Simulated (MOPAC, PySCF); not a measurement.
Species: CH$_{3}$S (charge -1, singlet). SMILES: [CH2-]S
Geometry from a B3LYP-D3(BJ)/def2-TZVP (Ansatz) optimisation:
```xyz
5

C     -0.1067     1.1770     0.0047
S     -0.0797    -0.5749    -0.0052
H      1.2370    -1.0853     0.0214
H      0.3191     1.6057     0.9182
H      0.3597     1.6165    -0.8836
```
Charge -1, spin multiplicity 1.

Unscaled harmonic wavenumbers (cm⁻¹) in rising order, each level at the stationary point that it reaches from this structure (no distance between atoms moves by over 0.3 Å); the order of modes can differ between levels, and a negative number is imaginary. B3LYP-D3(BJ)/def2-TZVP (PySCF, at the structure above): 532, 630, 810, 940, 1023, 1427, 2014, 2969, 3021.

AM1 (MOPAC): 621, 772, 887, 905, 958, 1397, 1762, 3178, 3244. Zero-point energy 19.6 against 19.1 kcal/mol; where all levels lie over 400 cm⁻¹, the wavenumbers are on average 1.043 times those of B3LYP-D3(BJ)/def2-TZVP.

PM6 (MOPAC): 422, 706, 854, 892, 909, 1312, 2677, 2783, 2833. Zero-point energy 19.1 against 19.1 kcal/mol; where all levels lie over 400 cm⁻¹, the wavenumbers are on average 0.992 times those of B3LYP-D3(BJ)/def2-TZVP.
